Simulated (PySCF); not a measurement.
# ClF: the cost of one run

Computed with PySCF 2.14.0 and routines of our own; the level stands in each step. Atoms count from 0.

### 1 The starting structure

2 atoms, charge 0, multiplicity 1; geometry from: GFN2-xTB.

### 2 Relaxing the molecule at PBE0-D3(BJ)/def2-SVP

What the job is given:

```
{"job": {"xc": "PBE0", "basis": "def2-SVP", "d3": "d3bj", "grid": 1, "kind": "geom"}, "charge": 0, "multiplicity": 1}
F      0.842181    -0.002998    -0.002713
Cl    -0.839424     0.004267    -0.011435
```

Run with:

```
$ OMP_NUM_THREADS=1 python excited_run.py task.json out
```

This one command runs all jobs of the session in turn.

**Question.** How long does this first job take on 1 thread of Arm Neoverse N1, shared host, and how much memory does it need?

About 2.1 s, with a peak of 0.24 GiB.
